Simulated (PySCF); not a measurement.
PySCF input (TPSS/def2-TZVPD):

```python
from pyscf import gto, scf, dft

mol = gto.M(
    atom='''
    C     1.14502538   -0.38142530    0.14741238
    C     0.03204805    0.65710997    0.11064372
    O    -1.23308689   -0.12617052   -0.21931843
    H    -1.79541147    0.09447728    0.52177410
    H     0.20752425    1.23918759   -0.81929277
    H     2.11943237    0.13014009    0.16693320
    H     1.09945895   -1.00981192    1.05044502
    H     1.17125044   -1.09873694   -0.71364874
    ''',
    basis='def2-tzvpd',
    charge=-1,
    spin=0,
    verbose=4,
)

mf = dft.RKS(mol, xc='tpss').density_fit(auxbasis='def2-universal-jkfit')
mf.grids.level = 3
mf.conv_tol = 1e-9
mf.max_cycle = 100
mf.max_memory = 1500
mf.kernel()
if not mf.converged:
    mf = mf.newton()
    mf.kernel(mf.make_rdm1())
mf.analyze()
```

Output:

```
PySCF version 2.14.0

[INPUT] verbose = 4
[INPUT] num. atoms = 8
[INPUT] num. electrons = 26
[INPUT] charge = -1
[INPUT] spin (= nelec alpha-beta = 2S) = 0
[INPUT] symmetry False subgroup None
[INPUT] Mole.unit = angstrom
[INPUT] Symbol           X                Y                Z      unit          X                Y                Z       unit  Magmom
[INPUT]  1 C      1.145025380000  -0.381425300000   0.147412380000 AA    2.163784373876  -0.720789353980   0.278569025570 Bohr   0.0
[INPUT]  2 C      0.032048050000   0.657109970000   0.110643720000 AA    0.060562037326   1.241757877021   0.209086328203 Bohr   0.0
[INPUT]  3 O     -1.233086890000  -0.126170520000  -0.219318430000 AA   -2.330196509892  -0.238427727794  -0.414451766770 Bohr   0.0
[INPUT]  4 H     -1.795411470000   0.094477280000   0.521774100000 AA   -3.392835959203   0.178536184194   0.986010147891 Bohr   0.0
[INPUT]  5 H      0.207524250000   1.239187590000  -0.819292770000 AA    0.392163996706   2.341725162060  -1.548238951136 Bohr   0.0
[INPUT]  6 H      2.119432370000   0.130140090000   0.166933200000 AA    4.005146718838   0.245929127926   0.315458029097 Bohr   0.0
[INPUT]  7 H      1.099458950000  -1.009811920000   1.050445020000 AA    2.077676300702  -1.908267966121   1.985053396713 Bohr   0.0
[INPUT]  8 H      1.171250440000  -1.098736940000  -0.713648740000 AA    2.213342554876  -2.076311899543  -1.348600667741 Bohr   0.0

nuclear repulsion = 72.6427477378637
number of shells = 65
number of NR pGTOs = 214
number of NR cGTOs = 159
basis = def2-tzvpd
ecp = {}

******** <class 'pyscf.df.df_jk.DFRKS'> ********
method = DFRKS
initial guess = minao
damping factor = 0
level_shift factor = 0
DIIS = <class 'pyscf.scf.diis.CDIIS'>
diis_start_cycle = 1
diis_space = 8
diis_damp = 0
SCF conv_tol = 1e-09
SCF conv_tol_grad = None
SCF max_cycles = 100
direct_scf = False
XC library pyscf.dft.libxc version 7.1.2
    S. Lehtola, C. Steigemann, M. J. T. Oliveira, and M. A. L. Marques,  SoftwareX 7, 1–5 (2018)
XC functionals = tpss
    J. Tao, J. P. Perdew, V. N. Staroverov, and G. E. Scuseria,  Phys. Rev. Lett. 91, 146401 (2003)
    J. P. Perdew, J. Tao, V. N. Staroverov, and G. E. Scuseria,  J. Chem. Phys. 120, 6898 (2004)
    J. Tao, J. P. Perdew, V. N. Staroverov, and G. E. Scuseria,  Phys. Rev. Lett. 91, 146401 (2003)
    J. P. Perdew, J. Tao, V. N. Staroverov, and G. E. Scuseria,  J. Chem. Phys. 120, 6898 (2004)
radial grids:
    Treutler-Ahlrichs [JCP 102, 346 (1995); DOI:10.1063/1.469408] (M4) radial grids

becke partition: Becke, JCP 88, 2547 (1988); DOI:10.1063/1.454033
pruning grids: <function nwchem_prune>
grids dens level: 3
symmetrized grids: False
atomic radii adjust function: <function treutler_atomic_radii_adjust>
small_rho_cutoff = 0
Set gradient conv threshold to 3.16228e-05
Initial guess from minao.
tot grids = 91360
init E= -154.375695485974
  HOMO = -0.221731808930191  LUMO = -0.0261547218919451  gap/eV = 5.32192
[...]
cycle= 11 E= -154.45254447885  delta_E= -5.4e-10  |g|= 1.65e-05  |ddm|= 0.000502
  HOMO = 0.0880913360732336  LUMO = 0.14898960896676  gap/eV = 1.65713
Extra cycle  E= -154.452544478839  delta_E= 1.09e-11  |g|= 1.82e-05  |ddm|= 0.000446
converged SCF energy = -154.452544478839
**** SCF Summaries ****
Total Energy =                        -154.452544478838945
Nuclear Repulsion Energy =              72.642747737863658
One-electron Energy =                 -358.845501763573793
Two-electron Energy =                  131.750209546871190
Two-electron Coulomb Energy =          153.227813057456132
DFT Exchange-Correlation Energy =      -21.477603510584956
HOMO-LUMO gap [eV] =                     1.657126411657060
**** MO energy ****
MO #1   energy= -18.6573602628116  occ= 2
MO #2   energy= -9.77463694271992  occ= 2
MO #3   energy= -9.75730202164922  occ= 2
MO #4   energy= -0.70290087906238  occ= 2
MO #5   energy= -0.460350441109014 occ= 2
MO #6   energy= -0.312776186376865 occ= 2
MO #7   energy= -0.197012602346422 occ= 2
MO #8   energy= -0.170780634477218 occ= 2
MO #9   energy= -0.141085226906732 occ= 2
MO #10  energy= -0.116344580708881 occ= 2
MO #11  energy= -0.100169789616208 occ= 2
MO #12  energy= -0.00857737204129805 occ= 2
MO #13  energy= 0.0880913360732336 occ= 2
MO #14  energy= 0.14898960896676   occ= 0
MO #15  energy= 0.162624275173161  occ= 0
MO #16  energy= 0.18627385593118   occ= 0
MO #17  energy= 0.195883312526834  occ= 0
MO #18  energy= 0.213586577065441  occ= 0
MO #19  energy= 0.227525691699732  occ= 0
MO #20  energy= 0.239218817080268  occ= 0
MO #21  energy= 0.260563563772365  occ= 0
MO #22  energy= 0.270482771037522  occ= 0
MO #23  energy= 0.284817059903476  occ= 0
MO #24  energy= 0.299248040516575  occ= 0
MO #25  energy= 0.31148661533586   occ= 0
MO #26  energy= 0.327149109062442  occ= 0
MO #27  energy= 0.347818522213966  occ= 0
MO #28  energy= 0.372141000267049  occ= 0
MO #29  energy= 0.376111097483125  occ= 0
MO #30  energy= 0.382143191088815  occ= 0
MO #31  energy= 0.39335708683345   occ= 0
MO #32  energy= 0.39759057949562   occ= 0
MO #33  energy= 0.418628746747657  occ= 0
MO #34  energy= 0.428319917933927  occ= 0
MO #35  energy= 0.430960852086843  occ= 0
MO #36  energy= 0.440632307874987  occ= 0
MO #37  energy= 0.443184563995589  occ= 0
MO #38  energy= 0.444431582758881  occ= 0
MO #39  energy= 0.4599428934852    occ= 0
MO #40  energy= 0.469303399674584  occ= 0
MO #41  energy= 0.485421661612682  occ= 0
MO #42  energy= 0.494073512024266  occ= 0
MO #43  energy= 0.507367238692582  occ= 0
MO #44  energy= 0.534168956762583  occ= 0
MO #45  energy= 0.537654293728977  occ= 0
MO #46  energy= 0.547700406507673  occ= 0
MO #47  energy= 0.57328163450141   occ= 0
MO #48  energy= 0.575968654855844  occ= 0
MO #49  energy= 0.586723990188978  occ= 0
MO #50  energy= 0.595488166773981  occ= 0
MO #51  energy= 0.606638672212568  occ= 0
MO #52  energy= 0.613359548112754  occ= 0
MO #53  energy= 0.660318593012468  occ= 0
MO #54  energy= 0.672948785300246  occ= 0
MO #55  energy= 0.692617938086347  occ= 0
MO #56  energy= 0.72364970446203   occ= 0
MO #57  energy= 0.737934583589251  occ= 0
MO #58  energy= 0.748544916181865  occ= 0
MO #59  energy= 0.776068740375468  occ= 0
MO #60  energy= 0.800463879890965  occ= 0
MO #61  energy= 0.807378569195363  occ= 0
MO #62  energy= 0.843553001215951  occ= 0
MO #63  energy= 0.845638341873699  occ= 0
MO #64  energy= 0.849576809803006  occ= 0
MO #65  energy= 0.865672884877892  occ= 0
MO #66  energy= 0.87380303076763   occ= 0
MO #67  energy= 0.900336884633276  occ= 0
MO #68  energy= 0.936577400393045  occ= 0
MO #69  energy= 0.991941267956811  occ= 0
MO #70  energy= 1.04669425910288   occ= 0
MO #71  energy= 1.06727350537537   occ= 0
MO #72  energy= 1.08046508136162   occ= 0
MO #73  energy= 1.09774309028744   occ= 0
MO #74  energy= 1.15199404742916   occ= 0
MO #75  energy= 1.2267019749378    occ= 0
MO #76  energy= 1.24659783638338   occ= 0
MO #77  energy= 1.32739299509459   occ= 0
MO #78  energy= 1.33899902894214   occ= 0
MO #79  energy= 1.35375863030221   occ= 0
MO #80  energy= 1.37916336146128   occ= 0
MO #81  energy= 1.42779846763836   occ= 0
MO #82  energy= 1.46535756174141   occ= 0
MO #83  energy= 1.55088870014474   occ= 0
MO #84  energy= 1.79271816389238   occ= 0
MO #85  energy= 1.80907106668577   occ= 0
MO #86  energy= 1.8610468348746    occ= 0
MO #87  energy= 1.89858559306933   occ= 0
MO #88  energy= 1.93791158695648   occ= 0
MO #89  energy= 1.94697606591528   occ= 0
MO #90  energy= 1.97076476189841   occ= 0
MO #91  energy= 1.98600386660719   occ= 0
MO #92  energy= 2.01125216812285   occ= 0
MO #93  energy= 2.0450368899916    occ= 0
MO #94  energy= 2.07779277743739   occ= 0
MO #95  energy= 2.12513898755522   occ= 0
MO #96  energy= 2.15029479004643   occ= 0
MO #97  energy= 2.20599395731192   occ= 0
MO #98  energy= 2.25123806145816   occ= 0
MO #99  energy= 2.30307754829667   occ= 0
MO #100 energy= 2.35968967222527   occ= 0
MO #101 energy= 2.37889221275054   occ= 0
MO #102 energy= 2.42834616124882   occ= 0
MO #103 energy= 2.49949765987614   occ= 0
MO #104 energy= 2.60480367457733   occ= 0
MO #105 energy= 2.65311907401463   occ= 0
MO #106 energy= 2.68530692383425   occ= 0
MO #107 energy= 2.73113252624662   occ= 0
[...]
```

It need not be the lowest isomer of its formula. Whether it binds its extra electron was not tested at this geometry.
